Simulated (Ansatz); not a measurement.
# BH3S (triplet): wave-function methods side by side at distance B1–H4 along a hydrogen transfer = 1.596 Å, cc-pVDZ

An exercise on one series of results from a longer session: the logs are not shown, and one member is left open.

The runs use Ansatz 0.2.0, Gaussian basis; cc-pVDZ, core rule «outside noble gas», up to 6 orbitals frozen.

To be run: UHF; CCSD(T) on ROHF; CCSD(T) on UHF; BCCD(T) on ROHF; CISD; CCSDT(Q) on ROHF; CCSDT(Q) on UHF; CASSCF and MRCISD+Q, 4 electrons in 4 orbitals; CASSCF and NEVPT2, 4 electrons in 4 orbitals.

12 further runs of the same task are left out: 7 for a known fault of the program, 5 that didn't finish.

### The system

The geometry derives from fragments relaxed apart (PBE0/def2-TZVP) and kept rigid, so it is no stationary point. A hydrogen atom is moved between rigid fragments.

5 atoms, charge 0, spin multiplicity 3.

Atoms are counted from 1 here; the program's logs count them from 0.

Bond lengths: B1–H2 1.193 Å, B1–H3 1.193 Å, H4–S5 1.380 Å. Angles: H2–B1–H3 120.0°.

As a file:

```xyz
5
charge 0, multiplicity 3
B    -2.0878    0.0000    0.0000
H    -2.6846    1.0336    0.0000
H    -2.6846   -1.0336    0.0000
H    -0.4918    0.0000    0.0000
S     0.8882    0.0000    0.0000
```

The first run:

The input, in.yaml:

```yaml
crystal:
  periodic: [false, false, false]
  atoms:
    - {symbol: B, position_ang: [-2.087833, 0.000000, 0.000000]}
    - {symbol: H, position_ang: [-2.684567, 1.033571, 0.000000]}
    - {symbol: H, position_ang: [-2.684567, -1.033571, 0.000000]}
    - {symbol: H, position_ang: [-0.491833, 0.000000, 0.000000]}
    - {symbol: S, position_ang: [0.888167, 0.000000, 0.000000]}
basis:
  gaussian: {orbitals: cc-pVDZ}
magnetization: {spin_polarized: true, initial_magnetization: 2}
hamiltonian: {xc: hf}
output: {orbitals: {seedname: orbitals}}
```

Command:

```bash
$ ansatz run in.yaml --threads 1 --pin off --events-out ev --progress --plain --max-ram 2393MiB
```

Steps of the session up to this table: UHF; CCSD(T) on ROHF; CCSD(T) on UHF; BCCD(T) on ROHF; CISD; CCSDT(Q) on ROHF; CCSDT(Q) on UHF; CASSCF and MRCISD+Q, 4 electrons in 4 orbitals; CASSCF and NEVPT2, 4 electrons in 4 orbitals.

One table of the session follows, with a row left open; its other results are not shown here.

| method | from UCCSDT(Q) (meV) |
| --- | --- |
| ROHF | +6700.7 |
| UHF | +6457.7 |
| RMP2 | +1245.7 |
| UMP2 | +1276.6 |
| CISD | +665.9 |
| RCCSD | +167.7 |
| UCCSD | +162.2 |
| RCCSD(T) | +33.9 |
| UCCSD(T) | +34.4 |
| BCCD(T) | +34.3 |
| RCCSDT | +8.4 |
| UCCSDT | +7.8 |
| RCCSDT(Q) | ? |
| UCCSDT(Q) | 0 |
| CASSCF pair | +6178.6 |
| NEVPT2 pair | +1233.5 |
| MRCISD pair | +588.0 |
| MRCISD+Q pair | +36.6 |

**Question.** Estimate the row for RCCSDT(Q).

The run gave: from UCCSDT(Q) (meV): +0.5. In the column «from UCCSDT(Q) (meV)» it lies between UCCSDT(Q) (0) and UCCSDT (+7.8).

Among the levels timed on like hardware and quicker than the yardstick, those that no quicker one beats, quickest first: NEVPT2 pair (1.4 s, +1233.5 meV); MRCISD+Q pair (2.1 s, +36.6 meV); BCCD(T) (6 s, +34.3 meV); RCCSD(T) (24 s, +33.9 meV).

Caveats from the session: Of the multireference levels listed MRCISD+Q pair comes nearest in total energy (+36.6 meV), which doesn't show that its space is the better one. Restricted and unrestricted rows rest on different reference determinants; where their highest levels disagree by more than a few hundredths of an eV, they describe different states and don't form one ladder.
